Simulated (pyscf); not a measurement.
Single points on ωB97X-D3(BJ)/def2-SVP structures (PySCF, gas phase).

PBE/def2-TZVP puts the barrier of `[OH][P][OH]` [doublet] + `[H][H]` → `[O][PH][OH]` [doublet] + `[H][H]` (concerted two-bond exchange; doublet surface; H–O, H–H broken, H–P, H–H formed) at 36.4 kcal/mol and the reaction energy at 0.0 kcal/mol, from the separated reactants. What do PBE0-D3(BJ)/def2-TZVP, M06-2X/def2-TZVP, ωB97M-D3(BJ)/def2-TZVP give on the same structures?

PBE0-D3(BJ): ΔE‡ = 42.7 kcal/mol, ΔE = +2.2 kcal/mol; M06-2X: ΔE‡ = 52.0 kcal/mol, ΔE = +5.7 kcal/mol; ωB97M-D3(BJ): ΔE‡ = 48.1 kcal/mol, ΔE = +4.2 kcal/mol. PBE's barrier lies under all of them, by 6.3 to 15.6 kcal/mol. Its reaction energy lies under all of them, by 2.1 to 5.7 kcal/mol. Low barriers are usual for a GGA, whose delocalisation error favours stretched bonds. One saddle was located; it need not be the lowest between these sides.
